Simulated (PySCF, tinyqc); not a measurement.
Starting guesses with plain Roothaan steps: SCF starting guesses in the sto-6g basis, for CH+, spin multiplicity 1. Computed by the program tinyqc with PySCF. 

Geometry (angstrom):
```
atom       x       y       z
C     0.0000  0.0000  0.0000
H     0.0000  0.0000  1.2890
```

lowest restricted solution found by these runs and by PySCF = -37.821068 hartree

RHF with one setting changed at a time; a run stops when the energy changes by less than 1e-09 hartree and the error matrix is below 1e-5. Starts: the lowest orbitals of the core Hamiltonian, of the Wolfsberg-Helmholz matrix (K = 1.75), projected atomic densities, random orbitals, and the highest orbitals of the core Hamiltonian (a deliberately bad start).

Largest element of the error matrix X^T (FDS - SDF) X:
```
iteration     core  Wolfsberg-Helmholz  atomic densities   random  highest core orbitals
1          5.3e-01             2.6e-01           4.3e-01  4.0e+00                1.7e-01
2          1.2e-01             6.7e-02           3.5e-02  2.9e-01                6.4e-01
3          1.7e-02             2.4e-02           6.4e-03  5.9e-02                4.8e-01
4          4.0e-03             7.6e-03           2.0e-03  8.3e-02                5.2e-02
5          1.1e-03             2.3e-03           5.9e-04  9.0e-02                8.1e-03
6          3.1e-04             6.9e-04           1.7e-04  8.5e-02                2.6e-03
8          2.6e-05             6.0e-05           1.5e-05  5.9e-02                2.6e-04
10               -             5.2e-06                 -  3.6e-02                2.5e-05
14               -                   -                 -  1.2e-02                      -
20               -                   -                 -  2.3e-03                      -
30               -                   -                 -  1.5e-04                      -
```

How each run ends:
```
run                    iterations  E (hartree)         state
core                            9   -37.821068  lowest found
Wolfsberg-Helmholz             10   -37.821068  lowest found
atomic densities                9   -37.821068  lowest found
random                         40   -37.821068  lowest found
highest core orbitals          11   -37.550055        higher
```

4 of 5 runs reach the lowest restricted solution found, in 9 to 40 iterations (fastest: core, atomic densities). Ending on a higher stationary point: highest core orbitals; a small error matrix cannot reveal that, and an occupation fixed by the start is kept by symmetry or by the shape of the basin. The first errors are 5e-01, 3e-01, 4e-01, 4e+00, 2e-01; the deliberately bad start has the smallest one, so a small first error does not mark a good start. The restricted reference is unstable here: a spin-polarised solution lies 0.0097 hartree lower (PySCF), so results built on it describe a poor reference.
